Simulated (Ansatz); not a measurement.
Reaction (formal hydrolysis of a C–C bond): `O=CCC1CO1` + H₂O → `OCC1CO1` + `C=O`

Computed with Ansatz on PBE0-D4/def2-TZVP structures; ΔE is electronic, products minus reactants. CCSD(T)/CBS is the MP2 limit (def2-TZVPP, def2-QZVPP) plus CCSD(T) − MP2 in def2-TZVPP, frozen cores. This one scheme is used for every species. One conformer a species, not always the lowest.

```
    species  CCSD(T)/CBS(def2) energy (Eh)
`O=CCC1CO1`                     -306.10206
        H₂O                      -76.37941
  `OCC1CO1`                     -268.05780
      `C=O`                     -114.39408
```

Question: Work out ΔE.

Answer: ΔE = (-268.05780) + (-114.39408) − (-306.10206) − (-76.37941) = 0.02959 Eh = +18.6 kcal/mol.

Question: What do rigid-rotor, harmonic-oscillator terms from PBE0-D4/def2-TZVP frequencies (298.15 K, 1 bar) make of the CCSD(T)/CBS value? (Estimate.)

Answer: Ansatz gave: ΔZPE = +0.8 kcal/mol, ΔH = +18.9 kcal/mol, ΔS = 4 J/(mol·K), ΔG = +18.6 kcal/mol.

Largest T1 diagnostic among the species: 0.015.

In def2-TZVPP, CCSD(T) changes the Hartree–Fock value by +2.3 kcal/mol (the triples alone add +0.2 kcal/mol) and MP2 by +3.9 kcal/mol. The D4 term adds +1.0 kcal/mol with B3LYP and +0.6 kcal/mol with PBE0; it sums over pairs of atoms, weighted by their polarisabilities, and B3LYP, whose exchange is more repulsive, gets the larger term. Leaving LDA and LC-ωPBE aside and taking each functional with its dispersion term where it has one, the values, not all of them listed here, spread over 2.1 kcal/mol, from BLYP-D4 to r2SCAN0-D4. LDA lies +1.9 kcal/mol from PBE without D4.

B3LYP here is the variant with VWN-RPA as its local correlation; programs differ in this.
